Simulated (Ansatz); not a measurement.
SiH2, SMILES [SiH2] (connectivity only; charge and spin as stated), neutral, multiplicity 1.

Geometry: PBE-D3(BJ)/def2-TZVPD. The isomer is the one that the SMILES or the coordinates give; other isomers of the formula were not compared.

Two levels are set side by side: PBE/def2-TZVPD (Ansatz, a quantum-chemistry and plane-wave program) and ωB97X-V/def2-TZVPD (Ansatz). Energy differences of separate SCF runs at the same geometry; the states with an electron removed or added have multiplicity 2 and 2. Differences are taken from unrounded values.

```
quantity                           ωB97X-V
---------------------------------  -------
vertical ionisation energy (eV)       9.46
vertical electron affinity (eV)       0.93
vertical singlet–triplet gap (eV)     1.37
```

Q: What does PBE give, and how far is it from ωB97X-V? (Estimate from the structure and the level; the computed values follow.)

A: 
```tsv
quantity	PBE	PBE minus ωB97X-V
vertical ionisation energy (eV)	9.39	-0.08
vertical electron affinity (eV)	1.11	0.18
vertical singlet–triplet gap (eV)	1.11	-0.27
```
